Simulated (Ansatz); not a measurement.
A made-up structure of CH5OSi (charge +1), singlet:

```
8
angstrom
C -0.7546 0.7934 0.0151
Si 0.6627 -0.2710 -0.3507
O 1.0156 -1.6053 0.4059
H -0.3860 1.7992 0.2546
H -1.3699 0.4217 0.8356
H -1.3653 0.8894 -0.8919
H 1.3396 -2.1349 1.1512
H 0.5528 -2.0301 1.1372
```

It is relaxed with PBE-D4/def2-SVP and then PBE0-D4/def2-TZVP (Ansatz 0.2.0). Atoms count as bonded within 1.22 times the sum of their covalent radii (H–H: 0.88 Å). The end point is not checked to be a true minimum.

Task: Does its bonding change? (A judgement: the text doesn't fix the answer.)

Result: The calculation gives: Yes. Formed: none; broken: H7–H8.

Where it ends: The first stage lowers the energy by 5.22 eV in 9 steps. It ends as CH₅OSi ([CH3][Si][OH2]), total charge +1:
C1  (-0.675, 0.673, 0.014)
Si2  (0.933, -0.074, -0.509)
O3  (0.829, -1.516, 0.708)
H4  (-0.468, 1.706, 0.330)
H5  (-1.267, 0.186, 0.792)
H6  (-1.299, 0.773, -0.887)
H7  (1.524, -2.190, 0.764)
H8  (0.118, -1.696, 1.345)
(Å)

Labels in which every atom is bracketed show which atoms are joined, not bond orders.

For scale, one of the runs: PBE0-D4/def2-TZVP relaxation, 129 basis functions, launched by `ansatz run in.yaml --threads 2 --pin off --events-out ev --progress --plain --max-ram 4352MiB`. The run took about 16 s on 2 CPU threads of an Arm Neoverse V2 (shared host).
